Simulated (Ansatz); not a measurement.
CF, quartet in 6-31G: errors against full CI

Geometry: a point of a stretch scan, not a stationary point.

```xyz
2

C     0.0000    0.0000    0.0000
F     0.0000    0.0000    2.1330
```

Basis 6-31G; Ansatz 0.2.0. Correlated methods freeze the noble-gas cores, which leaves 11 electrons in 16 orbitals. R marks a restricted (for open shells ROHF) determinant, U an unrestricted one. Active spaces: pair = (5e, 5o) about the gap; valence = (11e, 8o) chosen from the atoms' valence shells.

Full CI is exact within this basis and frozen core; it isn't the basis-set limit. The frozen core follows each run's orbitals, which can shift R against U totals by a few meV.

HF rows: RHF is the determinant under the cluster runs, UHF is the lowest solution found. Coupled cluster chose its determinant by a search with trial CCSD, here up to 0.04 eV above the lowest Hartree–Fock solution of its kind, and MP2 stands on that determinant too. For open shells CISD and CISDTQ are restricted-active-space CI with the open shells as a complete middle space.

* UHF ⟨S²⟩: 3.758
* ⟨S²⟩ of the determinant under UCCSD: 3.766
* T1 diagnostic (RCCSD): 0.0349
* largest doubles amplitude (RCCSD): 0.142
* T1 diagnostic (UCCSD): 0.0246

| level | E − E(full CI) (kcal/mol) | share of correlation (%) | wall time |
| --- | --- | --- | --- |
| RHF | 83.99 | 0.00 | – |
| UHF† | 81.81 | – | 0.21 s |
| RMP2 | 16.26 | 80.64 | – |
| UMP2 | 15.34 | 81.73 | – |
| CISD† | 7.06 | – | 0.99 s |
| RCCSD | 1.39 | 98.34 | – |
| UCCSD | 1.34 | 98.41 | – |
| RCCSD(T) | 0.39 | 99.54 | 1 s |
| UCCSD(T) | 0.37 | 99.56 | 0.9 s |
| BCCD(T) | 0.45 | 99.47 | 1.3 s |
| RCCSDT | 0.08 | 99.90 | – |
| UCCSDT | 0.06 | 99.93 | – |
| RCCSDT(Q) | 0.00 | 100.00 | 4.5 s |
| UCCSDT(Q) | -0.02 | 100.02 | 3.8 s |
| RCCSDTQ | 0.00 | 100.00 | 57 s |
| UCCSDTQ | -0.02 | 100.02 | 49 s |
| CASSCF (pair space) | 70.74 | 15.77 | – |
| NEVPT2 (pair space) | 9.84 | 88.28 | 0.69 s |
| MRCISD (pair space) | 3.71 | 95.58 | – |
| MRCISD+Q (pair space) | 1.54 | 98.16 | 1.6 s |
| CASSCF (valence space)† | 71.59 | – | – |
| NEVPT2 (valence space)† | 20.49 | – | 0.54 s |
| NEVPT4(SD) (valence space)† | 5.48 | – | 1.1 s |
| MRCISD (valence space)† | 5.87 | – | – |
| MRCISD+Q (valence space)† | 3.85 | – | 1.1 s |

A dagger marks rows that describe another state than the reference (another or a broken symmetry, a higher spin or other natural occupations), so the difference holds a gap between states beside the method's error.

The correlation energy at full CI, counted from RHF, is -3.642 eV. That run took 4.8 min on 1 thread of Arm Neoverse V2, shared host over 5,206,784 determinants.

Run but not shown, since their state, orbitals or frozen core can't be matched to the reference's or they repeat it: CISDTQ.

Times hold each run's SCF and search for its determinant on a shared host, so for small cases they say little of a method's own cost; they ran on 1 thread of Arm Neoverse V2.

The full-CI state has the irrep A2 of C2v, in the program's axes (one component, if the state is degenerate).

Natural occupations of full CI about the gap: 1.991 1.983 1.983 1.922 1.002 0.994 0.994 0.069 0.014 0.014; effectively unpaired electrons, Σ n²(2−n)², 3.05.
